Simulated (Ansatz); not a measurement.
Cs (bcc, W type): values from a third-order Birch-Murnaghan fit to a volume scan beside measured ones. Computed values: r2SCAN (plane waves to 500 eV, PAW, scalar-relativistic; Ansatz, a quantum-chemistry and plane-wave program). Cs was relaxed with its symmetry unable to fall. The PAW data are Ansatz's earlier set.

| quantity | reference | kind |
|---|---|---|
| Lattice constant a (Å) | 6.039 | measured, corrected to the static lattice |
| Bulk modulus B₀ (GPa) | 2.11 | measured, corrected to the static lattice |

References as given in: Gábor I. Csonka, John P. Perdew, Adrienn Ruzsinszky et al., Physical Review B (2009), arXiv:0903.4037; H. Levämäki, M. P. J. Punkkinen, K. Kokko et al., Physical Review B (2014), arXiv:1402.3671.

Q: What does r2SCAN give, and how far is that from the reference?

A: 
```tsv
quantity	r2SCAN	difference
Lattice constant a (Å)	6.267	+3.8 %
Bulk modulus B₀ (GPa)	1.8	-12.7 %
```

r2SCAN overestimates the lattice constant a by 3.8 %. r2SCAN underestimates the bulk modulus B₀ by 12.7 %. So large a difference may also come from another phase or state, or from a fault of the measured row.

(A scan under strain: stresses follow from slopes of the energy per volume, elastic moduli from its curvatures.)
